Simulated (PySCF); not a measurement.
Compound: C2H3N3.
SMILES: `c1nc[nH]n1`

The closed-shell ground state was solved at several levels (PySCF, density fitting, gas phase, non-relativistic). Geometry: GFN2-xTB; no solvent, vibrations or thermal averaging.

```
              level  basis functions  total energy (Eh)  HOMO (eV)  LUMO (eV)  gap (eV)  dipole (D)
      PBE0/pcSseg-1              100          -241.9531      -7.96       0.09      8.05        2.92
CAM-B3LYP/def2-SVPD              124          -241.9780      -9.34       1.11     10.45        2.89
```

Q: Estimate the row for B3LYP/pcJ-1, a basis of 165 functions; the other rows only guide the guess.

A: Total energy -242.2574 Eh, HOMO -7.69 eV, LUMO -0.14 eV, gap 7.55 eV, dipole 2.92 D.

Q: Over all these levels, which gives the widest orbital gap and which the narrowest?

A: CAM-B3LYP/def2-SVPD (range-separated hybrid) has the widest, 10.45 eV, and B3LYP/pcJ-1 (global hybrid, 20 % exact exchange) the narrowest, 7.55 eV. Functional and basis both differ between the two, so the spread mixes both effects.

Q: How far do the dipole and the HOMO energy spread over the levels?

A: The dipole runs from 2.89 to 2.92 D (mean 2.91 D) and the HOMO from -9.34 to -7.69 eV.
